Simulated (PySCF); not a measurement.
CH4, SMILES C. Atoms are numbered in the order given.

```xyz
5

C      0.0000     0.0000     0.0000
H      0.6291    -0.6291     0.6291
H     -0.6291    -0.6291    -0.6291
H     -0.6291     0.6291     0.6291
H      0.6291     0.6291    -0.6291
```

The structure is a stationary point at PBE0-D3(BJ)/def2-TZVPD.

Two levels are set side by side: PBE/pcSseg-2 (PySCF) and PBE0/pcSseg-2 (PySCF). GIAO shifts against TMS (¹H), TMS (¹³C) at the same level; non-relativistic, no solvent, atoms listed together averaged. Differences are taken from unrounded values.

| quantity | PBE0 | PBE | PBE minus PBE0 |
|---|---|---|---|
| δ(¹³C) of C1 (ppm) | -5.6 | -7.7 | -2.2 |
| δ(¹H) of H2, H3, H4, H5 (ppm) | 0.23 | 0.13 | -0.10 |

Rough cost on one machine, each run with all the roots and properties that it gave: PBE0 against PBE about 2 times.
